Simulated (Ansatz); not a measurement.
in.yaml

```yaml
crystal:
  periodic: [false, false, false]
  atoms:
    - {symbol: P, position_ang: [-0.000017, -0.492234, 4.269620]}
    - {symbol: Ga, position_ang: [0.000023, -0.227067, -3.275722]}
    - {symbol: S, position_ang: [0.000010, -0.215702, -5.294771]}
    - {symbol: H, position_ang: [-0.000016, 0.935003, 4.300873]}
basis:
  gaussian: {orbitals: "6-31G*"}
magnetization: {spin_polarized: false, initial_magnetization: 1}
correlation: {method: mp2, electrons: outside_noble_gas}
output: {forces: true}
```

```sh
$ ansatz run in.yaml --threads 1 --pin off --events-out ev --progress --plain --max-ram 2393MiB
```

Log:

```
674 factors; integrals over basis functions are off by at most 1.0e-3 eV
mean field evaluation 1: about -72419.8358 eV, gradient 2.8e1 eV
mean field evaluation 2: about -72419.8774 eV, gradient 2.8e1 eV
mean field evaluation 4: about -72422.2856 eV, gradient 1.6e1 eV
mean field evaluation 8: about -72427.7136 eV, gradient 3.6e0 eV
mean field evaluation 16: about -72427.8190 eV, gradient 1.2e-3 eV
mean field evaluation 32: about -72427.8361 eV, gradient 8.3e-3 eV
mean field evaluation 64: about -72427.8358 eV, gradient 4.6e-2 eV
mean field evaluation 96: about -72427.3671 eV, gradient 1.1e-1 eV
mean field evaluation 128: about -72419.5186 eV, gradient 2.2e1 eV
mean field evaluation 160: about -72422.5647 eV, gradient 4.6e0 eV
mean field evaluation 192: about -72427.5494 eV, gradient 1.6e0 eV
mean field evaluation 224: about -72427.8361 eV, gradient 9.2e-5 eV
mean field -72427.83614819 eV, -2661.6738850953 hartree, gradient 7.2e-9 eV, S^2 0.750000; 11 other end points of the search recorded, 0 dependent functions left out
unrestricted determinant -72430.00839636 eV, -2661.7537137431 hartree, S^2 1.7932
24 core orbitals not correlated: weight in the atoms' cores, before any rotation towards them, 0.990 or more for the frozen orbitals, at most 0.009 for the correlated occupied ones
reference -72427.83614819 eV, -2661.6738850953 hartree; 8, 7 occupied and 43, 44 virtual orbitals, 674 factors
second order -6.60718664 eV of doubles, -0.05744175 eV of singles
the calculation of the forces begins
Total energy: -72434.50077658 eV, -2661.9188056713 hartree
Atom 0 at    -0.000017    -0.492234     4.269620 Å, force     0.000000     0.073829    -0.006178 eV/Å
Atom 1 at     0.000023    -0.227067    -3.275722 Å, force     0.000009    -0.009548     1.402720 eV/Å
Atom 2 at     0.000010    -0.215702    -5.294771 Å, force    -0.000009     0.008572    -1.398293 eV/Å
Atom 3 at    -0.000016     0.935003     4.300873 Å, force    -0.000000    -0.072853     0.001751 eV/Å
Dipole moment:     0.000004     0.142971     0.629408 e Å
```

Forces (eV/Å):
```
P    0.000  0.074 -0.006
Ga   0.000 -0.010  1.403
S    0.000  0.009 -1.398
H    0.000 -0.073  0.002
```

Ran on 1 thread of Arm Neoverse V1, shared host: 16 s wall, 0.32 GiB peak host memory.
